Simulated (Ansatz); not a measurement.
Reaction (SMILES): P (PH3) → PH3+ (doublet, bonded as P) + e-
B3LYP-D3(BJ)/def2-TZVP geometries, fixed; electronic energies without zero-point terms.

Basis-set convergence of the adiabatic ionisation energy at PBE0 with Ansatz (a program for electronic structure). Cartesian d functions, on some or all atoms, in 6-31G**, 6-311G**; all else is spherical. The program fits the integrals of some runs and decomposes those of others, by size. Open shells are unrestricted. No added dispersion term, no relativity. Functions are those of the species that has most. Reference: the value in pcseg-4, 9.720 eV. Deviations are taken from unrounded values.

```csv
basis,functions,adiabatic ionisation energy (eV),minus reference (eV)
3-21G,19,9.670,-0.050
6-31G,19,9.548,-0.172
pcseg-0,19,9.678,-0.043
pcseg-1,33,9.702,-0.019
6-31G**,34,9.676,-0.044
6-311G**,45,9.702,-0.019
def2-SVPD,48,9.698,-0.022
def2-TZVP,55,9.718,-0.002
aug-cc-pV(D+d)Z,59,9.733,0.012
"6-311++G(2d,2p)",65,9.723,0.002
pcseg-2,76,9.716,-0.004
def2-TZVPPD,99,9.722,0.001
aug-pcseg-2,119,9.725,0.004
aug-cc-pV(T+d)Z,124,9.726,0.006
cc-pV(Q+d)Z,154,9.719,-0.001
def2-QZVPPD,175,9.721,0.001
aug-cc-pV(Q+d)Z,227,9.721,0.000
cc-pV(5+d)Z,265,9.720,-0.001
```
